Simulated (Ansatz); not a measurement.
```xyz
5

F    -0.654    0.396   -1.438
Si    0.044    0.100   -0.034
S    -0.564   -1.700    0.858
H    -0.329    1.199    0.888
H     1.503    0.006   -0.274
```

Charge 0, multiplicity 2.

Problem. List the r2SCAN/def2-TZVPP orbital energies in eV (the Gaussian-basis code of Ansatz). (An estimate is asked.)

Solution. Computed: α occupied: -2410.08, -1792.66, -666.35, -214.42, -158.71, -158.38, -158.26, -142.97, -97.86, -97.84, -97.79, -31.47, -19.20, -14.16, -11.70, -11.50, -11.16, -9.55, -8.87, -8.12, -7.30. α empty: -0.28, 0.29, 0.94, 1.35, 3.84, 4.15, 4.24, 4.85. β occupied: -2409.90, -1792.67, -666.35, -214.31, -158.29, -158.29, -158.17, -142.97, -97.87, -97.85, -97.80, -31.48, -18.05, -14.01, -11.65, -11.45, -11.10, -9.14, -8.59, -6.97. β empty: -5.69, -0.27, 0.39, 1.16, 1.71, 4.06, 4.31, 4.41. ⟨S²⟩ = 0.757.
